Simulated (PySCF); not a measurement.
## Mayer bond orders and bond lengths

Species: 2-methyl-3-butyn-2-ol, C5H8O.
Numbering: `[CH:1]#[C:2][C:3]([CH3:4])([CH3:5])[OH:6]` (hydrogens: H7 on C1; H8, H9, H10 on C4; H11, H12, H13 on C5; H14 on O6)

Structure used (PBE0-D3(BJ)/def2-TZVP), in Å, numbered top down from 1:
```
atom  x, y, z in Å
C1     2.4339    0.4512   -0.4237
C2     1.2808    0.2972   -0.1277
C3    -0.1368    0.1347    0.2229
C4    -0.9947    0.3030   -1.0284
C5    -0.3670   -1.2244    0.8658
O6    -0.5070    1.0937    1.2070
H7     3.4596    0.5813   -0.6770
H8    -0.8358    1.2881   -1.4725
H9    -0.7456   -0.4509   -1.7772
H10   -2.0470    0.2041   -0.7555
H11   -1.4206   -1.3168    1.1356
H12   -0.1010   -2.0249    0.1751
H13    0.2376   -1.3166    1.7677
H14   -0.2635    1.9646    0.8796
```

Bond orders from the PBE0/pcSseg-2 density (PySCF). Geometry: PBE0-D3(BJ)/def2-TZVP, one conformer, isolated molecule.

Problem. How far do the computed orders between heavy atoms stray from the drawn ones?

Solution. The largest departure is 0.365, at C1–C2 (drawn triple, 2.635). Drawn single, order above 1.12: C2–C3 (1.158). Drawn double or triple, more than 0.30 short of the drawn order: C1–C2 (2.635).

Problem. Set the Mayer orders of the bonds beside their lengths.

Solution. 
```csv
bond,drawn as,length (Å),Mayer order
C1–C2,triple,1.200,2.635
C2–C3,single,1.469,1.158
C3–C4,single,1.527,1.005
C3–C5,single,1.521,0.964
C3–O6,single,1.423,0.889
C1–H7,single,1.064,1.116
C4–H8,single,1.092,0.988
C4–H9,single,1.091,0.997
C4–H10,single,1.092,1.006
C5–H11,single,1.092,1.001
C5–H12,single,1.090,0.998
C5–H13,single,1.090,1.004
O6–H14,single,0.962,1.012
```

By pair of heavy elements: C–C: lowest C3–C5 (0.964, 1.521 Å), highest C1–C2 (2.635, 1.200 Å); in 1 of the 6 pairs the longer bond (by over 0.003 Å) has the higher order (by 0.02 or more).

Problem. Sum the orders of all bonds at each heavy atom with more than one neighbour and set the sums beside the valence in the SMILES.

Solution. C1 3.751 (drawn 4), C2 3.793 (drawn 4), C3 4.016 (drawn 4), C4 3.996 (drawn 4), C5 3.967 (drawn 4), O6 1.901 (drawn 2). Orders between atoms that aren't bonded are not in these sums.

The Mayer order sums products of elements of PS (density times overlap matrix) between the two atoms' basis functions, so it depends on the basis set.
